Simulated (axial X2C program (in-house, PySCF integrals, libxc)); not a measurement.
## Density and ELF of SiO

All values were computed with an in-house all-electron X2C program for linear molecules (integrals from PySCF). Two-component (2c) means X2C with spin–orbit coupling and atomic mean-field two-electron Coulomb and Gaunt terms. Basis: Si dyall-v3z [8s7p2d1f], O dyall-av3z [7s6p3d2f] (cores contracted in-house); Gaussian nuclei, density fitting, unrestricted open shells. Masses: Si 27.977 u, O 15.995 u.

PBE0, with spin–orbit coupling, state Ω = 0 (closed shell); Si at z = 0, O at z = 1.520 Å.

The maps cover the half plane through the axis: z from -2.4 to 3.9 Å along the bond, ρ from 0.15 to 2.25 Å away from it (steps of 0.3 Å, the bottom row nearest the axis).

log10 of the density in e/bohr³:

digits 0 to 9 span -5.45 to 1.07 evenly
```
1122233333333322211100
1223334444433333222110
2233444444444443332210
2334455555555554433211
3344555555556655443221
3345566666666666544321
3445566777677777654321
3445666898778987654322
```

Electron localisation function (collinear form, no current term, damped to 0 at low density):

digits 0 to 9 span 0.00 to 1.00 evenly
```
0000011110000000000000
0002455421111000000000
0037888753222211000000
0379999864333332210000
1699999864455665321000
3899999311477777642000
5999992151288788752000
6999990858086459863100
```

Occupations by symmetry block were frozen at the best pattern of an incomplete PBE0 search.
